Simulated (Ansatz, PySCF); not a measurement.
System: C2H5 (charge 0, doublet). It need not be the lowest isomer of its formula. 
Structure (B3LYP-D3(BJ)/def2-TZVP (Ansatz, an electronic-structure program) minimum search):
```
C
H 1 1.0926
H 1 1.0926 2 108.27
H 1 1.1011 2 106.35 3 113.94
C 1 1.4831 2 111.85 4 122.36
H 5 1.0812 1 120.96 2 154.81
H 5 1.0812 6 117.62 1 -172.29
```
Charge 0, spin multiplicity 2.

Wanted: vertical ionisation energy (to the singlet state of charge +1; each state is the SCF solution reached for its spin), in eV. Valence correlation only, unless marked. UHF or UKS for open shells. Spin-orbit coupling is left out. Non-relativistic. CBS marks a two-point X^-3 extrapolation of the correlation energy; Hartree-Fock from the larger set. [CCSD(T)-MP2]/basis is that difference in the basis named.

```json
[
 {"level": "HF/aug-cc-pVDZ", "program": "Ansatz", "vertical ionisation energy (eV)": "7.90", "minus last row": "-0.67"},
 {"level": "PBE/def2-TZVPD", "program": "Ansatz", "vertical ionisation energy (eV)": "8.50", "minus last row": "-0.07"},
 {"level": "r2SCAN/def2-TZVPD", "program": "Ansatz", "vertical ionisation energy (eV)": "8.68", "minus last row": "0.11"},
 {"level": "BHLYP/def2-TZVPD", "program": "Ansatz", "vertical ionisation energy (eV)": "8.47", "minus last row": "-0.10"},
 {"level": "CAM-B3LYP/def2-TZVPD", "program": "Ansatz", "vertical ionisation energy (eV)": "8.60", "minus last row": "0.03"},
 {"level": "MP2/def2-SVPD", "program": "Ansatz", "vertical ionisation energy (eV)": "8.48", "minus last row": "-0.09"},
 {"level": "MP2/aug-cc-pVTZ", "program": "Ansatz", "vertical ionisation energy (eV)": "8.54", "minus last row": "-0.03"},
 {"level": "SCS-MP2/aug-cc-pVTZ", "program": "Ansatz", "vertical ionisation energy (eV)": "8.42", "minus last row": "-0.15"},
 {"level": "RI-MP2/CBS(def2-TZVPPD,def2-QZVPPD)+[CCSD(T)-MP2]/def2-SVPD", "program": "Ansatz", "vertical ionisation energy (eV)": "8.57", "minus last row": "0.00"},
 {"level": "RI-MP2/CBS(aug-cc-pVTZ,aug-cc-pVQZ)+[CCSD(T)-MP2]/aug-cc-pVTZ", "program": "Ansatz", "vertical ionisation energy (eV)": "8.57", "minus last row": "0.00"}
]
```

For comparison, minus the highest occupied orbital energy (PySCF): 6.38 eV at MN15/def2-TZVPD, 4.39 eV at BLYP/def2-TZVPD, 6.96 eV at M06-2X/def2-TZVPD.
